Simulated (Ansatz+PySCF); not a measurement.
Values are calculated unless marked as measured or tabulated.
**Several solutions for singlet N2H2**

```xyz
4

N     0.0000    0.0001   -0.5666
N     0.0000   -0.0001    0.5666
H     0.0000    0.9161   -0.8410
H     0.0000   -0.9161    0.8410
```

Basis set: def2-SVP (spherical functions). Charge 0, multiplicity 1.

CASSCF(2,2) was run from several starts with Ansatz (development build ahead of 0.2.0) and PySCF 2.14.0. The starts are those of the Hartree–Fock orbitals from which the active space was taken at the frontier.

```tsv
run	program	start	converged	energy (hartree)	<S²>
A	PySCF	program defaults	yes	-109.89334	0.00
B	Ansatz	atomic start, no search	yes	-109.92194	0.00
C	Ansatz	search for the lowest state	yes	-109.92194	0.00
D	Ansatz	stability test followed	yes	-109.92194	0.00
```

Which runs reached the lowest solution of this kind, and what is wrong with the others?

B, C, D reached the lowest solution found. Converged but too high: A by 0.78 eV. Convergence only shows a stationary point; in CASSCF the end hangs on which orbitals enter the active space. Caution: other starts end on other solutions of this active space.
